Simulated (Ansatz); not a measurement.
Process, species as SMILES: [SiH3] (SiH3) → SiH3+ (singlet, bonded as [SiH3]) + e-
B3LYP-D3(BJ)/def2-TZVP geometries, fixed; electronic energies without zero-point terms.
Largest species:
```
Si
H 1 1.4828
H 1 1.4828 2 111.02
H 1 1.4828 2 111.02 3 124.02
```
Charge 0, spin multiplicity 2.

The adiabatic ionisation energy at MP2 with Ansatz (a first-principles code), in eV, split into its Hartree-Fock and correlation parts. Cores are frozen. Open shells are unrestricted. No added dispersion term, no relativity. Functions are those of the species that has most.

```tsv
basis	X	functions	Hartree-Fock	MP2
cc-pV(D+d)Z	2	38	7.574	7.866
cc-pV(T+d)Z	3	81	7.579	7.952
cc-pV(Q+d)Z	4	154	7.578	7.973
```

Worked estimate of the basis-set limit from each neighbouring pair, with Hartree-Fock from the larger set and the correlation part extrapolated as X^-3.
Correlation parts: X = 2: 0.292, X = 3: 0.373, X = 4: 0.395.
- (2,3): (27·(0.373) - 8·(0.292))/19 = 0.407; with Hartree-Fock 7.579 the estimate is 7.986 eV.
- (3,4): (64·(0.395) - 27·(0.373))/37 = 0.411; with Hartree-Fock 7.578 the estimate is 7.989 eV.
The last two estimates differ by 0.003 eV; the largest set lies 0.016 from the last. Over the last step Hartree-Fock moves by -0.001 and the correlation part by 0.022.
